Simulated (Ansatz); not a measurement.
Reaction: C2H6O (methoxymethane, SMILES COC) + H+ → C2H7O+ (SMILES C[OH+]C)
Each species at its own B3LYP-D3(BJ)/def2-TZVP minimum (Ansatz, an electronic-structure program).

Total energies in hartree (Ansatz). Radicals and triplets start from unrestricted determinants; spin-orbit coupling is neglected. Correlated methods leave the cores frozen. No relativity.

```csv
species,HF/cc-pVTZ,CCSD(T)/cc-pVTZ,HF/cc-pVQZ,CCSD(T)/cc-pVQZ,CCSD(T)/cc-pVDZ,CCSDT(Q)/cc-pVDZ
"1: C2H6O (methoxymethane, SMILES COC)",-154.12617,-154.77674,-154.13765,-154.82561,-154.60621,-154.60785
2: C2H7O+ (SMILES C[OH+]C),-154.44921,-155.09317,-154.46016,-155.13980,-154.92578,-154.92741
```

**Question.** Work out the proton affinity (electronic), positive where energy is released in kJ/mol: take Hartree-Fock from cc-pVQZ, extrapolate the CCSD(T) correlation energy as X^-3 (X = 3, 4), and add CCSDT(Q) - CCSD(T) in cc-pVDZ. 1 hartree = 2625.5 kJ/mol.

**Answer.** 
Species 1: correlation (64·(-0.68796) - 27·(-0.65057))/37 = -0.71524; step -0.00164; E1 = -154.13765 + (-0.71524) + (-0.00164) = -154.85453
H+ has no electrons: E = 0
Species 2: correlation (64·(-0.67964) - 27·(-0.64396))/37 = -0.70568; step -0.00163; E2 = -154.46016 + (-0.70568) + (-0.00163) = -155.16747
+1·E1 -1·E2 = 0.31294 hartree = 821.6 kJ/mol.
